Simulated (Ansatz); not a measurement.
Geometry optimisation, UKS r2SCANh/def2-SVP in Ansatz 0.2.0.

Input file:

```yaml
crystal:
  periodic: [false, false, false]
  atoms:
    - { symbol: O, position_ang: [-0.52819, -0.92971, -0.3746] }
    - { symbol: C, position_ang: [0.51708, -0.179, -0.85505] }
    - { symbol: Mg, position_ang: [0.69356, 1.12541, 0.76357] }
    - { symbol: H, position_ang: [-1.21199, -0.33287, -0.02431] }
    - { symbol: H, position_ang: [1.25025, -0.91288, -1.21877] }
    - { symbol: H, position_ang: [0.29943, 0.78033, -1.32453] }
magnetization:
  spin_polarized: true
  initial_magnetization: 1
basis:
  gaussian: { orbitals: def2-SVP }
hamiltonian:
  xc: r2scanh
relax:
  f_tol: 0.02
  max_steps: 50
```

Launched with:

```bash
$ ansatz run input.yaml --threads 2 --pin off --max-ram 3072MiB --backend cpu --events-out ev --progress --plain --runs-dir out
```

Question: Where does it end, and by what steps?

Answer: It converged. After 21 steps the energy has fallen by 1.036 eV; O1 moved furthest, 0.76 Å.

| step | energy less start (eV) | largest force component (eV/Å) | accepted |
| --- | --- | --- | --- |
| 0 | 0.0000 | 1.907 | yes |
| 1 | -0.5573 | 1.066 | yes |
| 2 | -0.7656 | 0.848 | yes |
| 3 | -0.8086 | 0.881 | yes |
| 4 | -0.6998 | 3.698 | no |
| 5 | -0.8233 | 0.115 | yes |
| 6 | -0.8264 | 0.056 | yes |
| 7 | -0.8274 | 0.055 | yes |
| 8 | -0.8284 | 0.078 | yes |
| 9 | -0.8381 | 0.239 | yes |
| 10 | -0.8814 | 0.412 | yes |
| 11 | -0.9091 | 0.373 | yes |
| 12 | -0.8706 | 2.171 | no |
| 13 | -0.9549 | 0.366 | yes |
| 14 | -0.9674 | 1.345 | yes |
| 15 | -1.0020 | 0.492 | yes |
| 16 | -0.8345 | 1.696 | no |
| 17 | -1.0225 | 0.537 | yes |
| 18 | -1.0311 | 0.323 | yes |
| 19 | -1.0361 | 0.023 | yes |
| 20 | -1.0360 | 0.067 | no |
| 21 | -1.0363 | 0.009 | yes |

```xyz
6
Properties=species:S:1:pos:R:3
O -0.507 -0.299 0.054
C 0.600 0.054 -0.870
Mg 0.852 0.859 1.078
H -1.216 -0.822 -0.338
H 1.088 -0.864 -1.233
H 0.203 0.624 -1.724
```

The run took 59 s on 2 threads of Intel(R) Xeon(R) Platinum 8259CL CPU @ 2.50GHz (Skylake/Cascade Lake) (shared host), peak memory 0.22 GiB.
